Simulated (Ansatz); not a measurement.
Molecule (SMILES): C#C (C2H2).
Atoms: C1, C2, H3, H4. Bonds: C1-C2, C1-H4, C2-H3.

Basis-set convergence of the harmonic zero-point energy at HF with Ansatz (a first-principles code). Each level at its own minimum, finite differences of forces, unscaled; the reference is a large set that could be run, not a limit. Cartesian d functions, on some or all atoms, in 6-31G**, 6-31+G*; all else is spherical. The program fits the integrals of some runs and decomposes those of others, by size. Core-valence sets carry the plain set on hydrogen. No added dispersion term, no relativity. Reference: the value in aug-pcseg-2, 18.36 kcal/mol, itself unsure by roughly 0.07 kcal/mol (its mean distance from aug-cc-pVTZ, def2-TZVPPD). Deviations are taken from unrounded values.

```
basis            functions  harmonic zero-point energy (kcal/mol)  minus reference (kcal/mol)
---------------  ---------  -------------------------------------  --------------------------
STO-3G                  12                                  20.36                        1.99
def2-SV(P)              32                                  18.38                        0.01
def2-SVP                38                                  18.36                        0.00
pcseg-1                 38                                  18.34                       -0.02
6-31G**                 40                                  18.41                        0.05
6-31+G*                 42                                  18.45                        0.09
6-311G**                48                                  18.34                       -0.02
6-311+G**               56                                  18.32                       -0.04
aug-cc-pVDZ             64                                  18.01                       -0.35
aug-pcseg-1             64                                  18.03                       -0.33
6-311++G(2d,2p)         74                                  18.24                       -0.12
def2-TZVP               74                                  18.25                       -0.11
cc-pVTZ                 88                                  18.29                       -0.07
def2-TZVPP              90                                  18.29                       -0.07
def2-TZVPD              92                                  18.28                       -0.08
jun-cc-pV(T+d)Z        106                                  18.26                       -0.10
cc-pCVTZ               114                                  18.28                       -0.08
aug-cc-pVTZ            138                                  18.29                       -0.07
```
